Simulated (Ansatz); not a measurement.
Geometry optimisation, UKS PBE-D4/def2-SVP in Ansatz 0.2.0.

The input (input.yaml):

```yaml
crystal:
  periodic: [false, false, false]
  atoms:
    - { symbol: O, position_ang: [0.0206, -0.7795, 0.8796] }
    - { symbol: Al, position_ang: [0.3367, 0.8043, -0.057] }
    - { symbol: H, position_ang: [0.3244, -1.4545, 0.2955] }
    - { symbol: H, position_ang: [-0.6261, 1.3695, -1.1383] }
magnetization:
  spin_polarized: true
  initial_magnetization: 1
basis:
  gaussian: { orbitals: def2-SVP }
hamiltonian:
  xc: pbe
  dispersion: d4
relax:
  f_tol: 0.02
  max_steps: 50
```

Launched with:

```bash
$ ansatz run input.yaml --threads 1 --pin off --max-ram 2048MiB --backend cpu --events-out ev --progress --plain --runs-dir out
```

Q: Where does it end, and by what steps?

A: The run converged. After 12 steps the energy has fallen by 0.418 eV; O1 moved furthest, 0.43 Å.

| step | energy less start (eV) | largest force component (eV/Å) | accepted |
| --- | --- | --- | --- |
| 0 | 0.0000 | 3.185 | yes |
| 1 | -0.1860 | 1.349 | yes |
| 2 | -0.2614 | 0.663 | yes |
| 3 | -0.3191 | 0.159 | yes |
| 4 | -0.3747 | 0.479 | yes |
| 5 | -0.3810 | 0.347 | yes |
| 6 | -0.4090 | 0.105 | yes |
| 7 | -0.2198 | 2.508 | no |
| 8 | -0.4136 | 0.094 | yes |
| 9 | -0.4141 | 0.102 | yes |
| 10 | -0.4174 | 0.020 | yes |
| 11 | -0.4176 | 0.056 | yes |
| 12 | -0.4177 | 0.006 | yes |

```xyz
4
Properties=species:S:1:pos:R:3
O 0.416 -0.708 0.721
Al 0.231 0.917 0.170
H 0.038 -1.485 0.275
H -0.629 1.216 -1.187
```

Whether the end is a true minimum wasn't checked by a vibrational analysis.

Run time: 12 s on 1 thread of Arm Neoverse V2, on a shared host, peak memory 0.11 GiB.
